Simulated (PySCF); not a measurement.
# MP2/STO-3G run of SiH3O− (SMILES [O-][SiH3])

What is the vertical ionisation energy of SiH3O− at MP2/STO-3G? 

Program for the calculation: PySCF 2.14.0.

11 further runs of the same task are left out: 2 that didn't finish, 9 set aside as unsound or not needed.

## 1. The molecule

The species is SiH3O− (5 atoms), meant as a singlet with charge -1. SMILES: `[O-][SiH3]`. The coordinates come from a GFN2-xTB relaxation.

Bond lengths: O1–Si2 1.535 Å, Si2–H3 1.516 Å, Si2–H4 1.516 Å, Si2–H5 1.516 Å. Angles: O1–Si2–H3 116.1°, O1–Si2–H4 116.1°, O1–Si2–H5 116.1°, H3–Si2–H4 102.1°, H3–Si2–H5 102.1°, H4–Si2–H5 102.1°.

## 2. The energy at MP2/STO-3G

File geometry.xyz:

```xyz
5
H3OSi
O     -1.444170     0.271390     0.700100
Si    -0.082700     0.015600     0.039800
H     -0.104440    -0.247420    -1.452600
H      0.697830    -1.174610     0.561420
H      0.933480     1.135040     0.151280
```

File run.py:

```python
from pyscf import gto, mp

mol = gto.M(
    atom='geometry.xyz',
    max_memory=1860,
    basis='sto-3g',
    verbose=3,
    charge=-1,
    spin=0,
)

mf = mol.RHF()
mf.conv_tol = 1e-10
mf.kernel()
if not mf.converged:
    mf = mf.newton().run(mf.mo_coeff, mf.mo_occ)

pt = mp.MP2(mf, frozen=6).run()
etot = pt.e_tot
print('Final energy', etot)
```

Run with:

```bash
$ OMP_NUM_THREADS=1 python run.py
```

Output:

```text
converged SCF energy = -360.930929590584
E(RMP2) = -361.011592753332  E_corr = -0.0806631627488905
E(SCS-RMP2) = -361.016252422438  E_corr = -0.085322831854838
Final energy -361.01159275333237
```

It took 0.76 s on 1 thread of Arm Neoverse V1, shared host; peak memory 0.12 GiB.

## 3. Doublet neutral SiH3O

File input.py:

```python
from pyscf import gto, mp

mol = gto.M(
    atom='''
O     -1.444170     0.271390     0.700100
Si    -0.082700     0.015600     0.039800
H     -0.104440    -0.247420    -1.452600
H      0.697830    -1.174610     0.561420
H      0.933480     1.135040     0.151280
''',
    verbose=3,
    spin=1,
    basis='sto-3g',
    max_memory=1860,
)

mf = mol.UHF()
mf.conv_tol = 1e-10
mf.kernel()
if not mf.converged:
    mf = mf.newton().run(mf.mo_coeff, mf.mo_occ)

pt = mp.MP2(mf, frozen=6).run()
e_tot = pt.e_tot
print(f'total energy: {e_tot:.8f} hartree')
```

Run with:

```bash
$ OMP_NUM_THREADS=1 python input.py
```

Output:

```text
converged SCF energy = -361.124765892252  <S^2> = 0.75605172  2S+1 = 2.0060426
E(UMP2) = -361.179995956818  E_corr = -0.0552300645658477
E(SCS-UMP2) = -361.187445914537  E_corr = -0.0626800222850881
total energy: -361.17999596 hartree
```

Wall time 0.79 s (1 thread of Arm Neoverse V1, shared host); peak memory 0.12 GiB.

## 4. Outcome

At MP2/STO-3G, 6 core orbitals frozen:

```
                                                                         quantity          value
                                                     singlet SiH3O−: total energy  -361.01159 Eh
                              singlet SiH3O−: HOMO energy (Hartree–Fock orbitals)        2.51 eV
                              singlet SiH3O−: LUMO energy (Hartree–Fock orbitals)       22.02 eV
            singlet SiH3O−: HOMO–LUMO gap (to an unbound level, set by the basis)       19.51 eV
                      singlet SiH3O−: correlation energy (6 core orbitals frozen)      -80.7 mEh
                                              doublet neutral SiH3O: total energy  -361.18000 Eh
                      doublet neutral SiH3O: dipole moment (Hartree–Fock density)         0.41 D
doublet neutral SiH3O: HOMO energy (Hartree–Fock orbitals) (highest over α and β)       -9.07 eV
 doublet neutral SiH3O: LUMO energy (Hartree–Fock orbitals) (lowest over α and β)        7.40 eV
               doublet neutral SiH3O: correlation energy (6 core orbitals frozen)      -55.2 mEh
                         doublet neutral SiH3O: ⟨S²⟩ of the reference determinant          0.756
                              vertical detachment energy (to the doublet neutral)      -4.582 eV
```

In words: The species is unbound against losing an electron at this level, by 4.58 eV (−442 kJ/mol); missing correlation or diffuse functions can give that sign where the real anion is bound. In a minimal basis such a difference can be off by several eV, whatever the method. The HOMO (singlet SiH3O−) lies at positive energy, 2.51 eV: the electron is unbound at this level or held by a compact basis; values depend on the basis.
